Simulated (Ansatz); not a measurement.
**SiH₂S+ (doublet): from Hartree-Fock to the top rungs, cc-pVDZ**

An exercise on one series of results from a longer session: the logs are not shown, and one member is left open.

The runs use Ansatz 0.2.0, Gaussian basis; cc-pVDZ, core rule «outside noble gas», up to 10 orbitals frozen.

Plan: UHF; CCSD(T) on ROHF; CCSD(T) on UHF; BCCD(T) on ROHF; CISD; CCSDT(Q) on ROHF; CCSDT(Q) on UHF; CCSDTQ on ROHF.

5 further runs of the same task are left out: 4 for a known fault of the program, 1 set aside as unsound or not needed.

### What is computed

The geometry is a PBE0/def2-TZVP stationary point (not a proven minimum) of the parent state, kept for this charge and spin.

4 atoms, charge 1, spin multiplicity 2.

Atoms are counted from 1 here; the program's logs count them from 0.

Bond lengths: Si1–S2 1.938 Å, Si1–H3 1.485 Å, Si1–H4 1.485 Å. Angles: S2–Si1–H3 125.0°, S2–Si1–H4 125.0°, H3–Si1–H4 109.9°.

Set-up of the first run:

Contents of in.yaml:

```yaml
crystal:
  periodic: [false, false, false]
  atoms:
    - {symbol: Si, position_ang: [0.000000, 0.000000, 0.971947]}
    - {symbol: S, position_ang: [0.000000, 0.000000, -0.966027]}
    - {symbol: H, position_ang: [0.000000, 1.216091, 1.824529]}
    - {symbol: H, position_ang: [0.000000, -1.216091, 1.824529]}
basis:
  gaussian: {orbitals: cc-pVDZ}
total_charge: 1
magnetization: {spin_polarized: true, initial_magnetization: 1}
hamiltonian: {xc: hf}
output: {orbitals: {seedname: orbitals}}
```

Command:

```
$ ansatz run in.yaml --threads 1 --pin off --events-out ev --progress --plain --max-ram 3968MiB --backend cpu
```

Among the steps run: UHF; CCSD(T) on ROHF; CCSD(T) on UHF; BCCD(T) on ROHF; CISD; CCSDT(Q) on ROHF; CCSDT(Q) on UHF; CCSDTQ on ROHF.

One table of the session follows, with a row left open; its other results are not shown here.

| method | from RCCSDTQ (meV) |
| --- | --- |
| ROHF | +6336.6 |
| UHF | +6216.6 |
| RMP2 | +1203.1 |
| UMP2 | +1211.0 |
| CISD | +715.0 |
| RCCSD | +233.2 |
| UCCSD | +230.0 |
| RCCSD(T) | +48.7 |
| UCCSD(T) | ? |
| BCCD(T) | +48.1 |
| RCCSDT | +12.8 |
| UCCSDT | +12.4 |
| RCCSDT(Q) | +1.0 |
| UCCSDT(Q) | -0.4 |
| RCCSDTQ | 0 |

**Question.** Estimate the row for UCCSD(T).

As computed: from RCCSDTQ (meV): +48.8. In the column «from RCCSDTQ (meV)» it lies between RCCSD(T) (+48.7) and UCCSD (+230.0).

Caveats from the session: Restricted and unrestricted rows rest on different reference determinants; where their highest levels disagree by more than a few hundredths of an eV, they describe different states and don't form one ladder.
